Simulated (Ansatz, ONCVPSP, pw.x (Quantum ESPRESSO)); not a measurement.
What a changed setting does to a pw.x run (fcc W)

Potential: optimised norm-conserving Vanderbilt (ONCV), ONCVPSP 4.0.1.1 (patched build), PBEsol; core [Kr] 4d10 4f14, reference 5s2 5p6 5d4.5 6s1.5; waves: 5s+6s: rc 1.90 bohr, ncon 4, nbas 7, qcut 5.9 1/bohr, 2 projectors; 5p: rc 1.75 bohr, ncon 4, nbas 7, qcut 8.8 1/bohr, 2 projectors, debl 0.6 Ha; 5d: rc 2.05 bohr, ncon 5, nbas 10, qcut 7.5 1/bohr, 2 projectors, debl 1.9 Ha; local part: polynomial inside 1.10 bohr (lpopt 4, dvloc0 2 Ha); core correction: Teter function fitted to the true core (icmod 2), fcfact 0.65. In the p channel the program set the typed energies aside and used -1.554, 0.250 Ha.

The reference run (k-mesh 14³, cutoffs 65/260 Ry, Fermi–Dirac 0.01 Ry, mixing_beta 0.4, conv_thr 1e-9, no spin) gives -3.23 GPa at 15.995 Å³/atom, where all-electron LAPW gives 0.14 GPa. This run, with its own iteration cap, changes k-mesh points per axis to 2.

```
&control
  calculation='scf', prefix='x', pseudo_dir='./', outdir='./tmp', tstress=.true., disk_io='none'
/
&system
  ibrav=0, nat=1, ntyp=1, ecutwfc=65, ecutrho=260, nbnd=15,
  occupations='smearing', smearing='fd', degauss=0.01
/
&electrons
  conv_thr=1e-09, mixing_beta=0.4, electron_maxstep=60
/
ATOMIC_SPECIES
W 1.0 W.UPF
CELL_PARAMETERS angstrom
  0.00000000 1.99979164 1.99979164
  1.99979164 0.00000000 1.99979164
  1.99979164 1.99979164 0.00000000
ATOMIC_POSITIONS crystal
W 0.0000 0.0000 0.0000
K_POINTS automatic
2 2 2 0 0 0
```

```bash
pw.x < W.scf.in > W.scf.out
```

Question: How does the run end?

Answer: It converges in 7 iterations; the free energy moves by -510.8 meV/atom and the pressure by -33.41 GPa.

```
Message from routine setup:
     using ibrav=0 with symmetry is DISCOURAGED, use correct ibrav instead
     lattice parameter (alat)  =       5.3444  a.u.
     unit-cell volume          =     107.9396 (a.u.)^3
     number of electrons       =        14.00
     number of Kohn-Sham states=           15
     kinetic-energy cutoff     =      65.0000  Ry
     charge density cutoff     =     260.0000  Ry
     scf convergence threshold =      1.0E-09
     Exchange-correlation= PBESOL
     number of k points=     3  Fermi-Dirac smearing, width (Ry)=  0.0100
     iteration #  1     ecut=    65.00 Ry     beta= 0.40
     total energy              =    -163.70380266 Ry
     estimated scf accuracy    <       0.02827155 Ry
     iteration #  2     ecut=    65.00 Ry     beta= 0.40
     total energy              =    -163.70421513 Ry
     estimated scf accuracy    <       0.00378894 Ry
     iteration #  3     ecut=    65.00 Ry     beta= 0.40
     total energy              =    -163.70485335 Ry
     estimated scf accuracy    <       0.00014940 Ry
     iteration #  4     ecut=    65.00 Ry     beta= 0.40
     total energy              =    -163.70486146 Ry
     estimated scf accuracy    <       0.00000254 Ry
     iteration #  5     ecut=    65.00 Ry     beta= 0.40
     total energy              =    -163.70486181 Ry
     estimated scf accuracy    <       0.00000022 Ry
     iteration #  6     ecut=    65.00 Ry     beta= 0.40
     total energy              =    -163.70486184 Ry
     estimated scf accuracy    <          5.9E-09 Ry
     iteration #  7     ecut=    65.00 Ry     beta= 0.40
     the Fermi energy is    22.2915 ev
!    total energy              =    -163.70486184 Ry
     estimated scf accuracy    <          9.7E-11 Ry
     smearing contrib. (-TS)   =      -0.00695336 Ry
     The total energy is F=E-TS. E is the sum of the following terms:
     one-electron contribution =     -16.72706792 Ry
     hartree contribution      =      17.02481644 Ry
     xc contribution           =     -45.09924866 Ry
     ewald contribution        =    -118.89640834 Ry
     convergence has been achieved in   7 iterations
          total   stress  (Ry/bohr**3)                   (kbar)     P=     -366.44
     Message from routine punch:
     Nothing written, as per user request (disk_io='none')
```

The run took about 0.9 s on one core of a shared host (Neoverse-V1, 32 threads, 247 GiB, load 34).
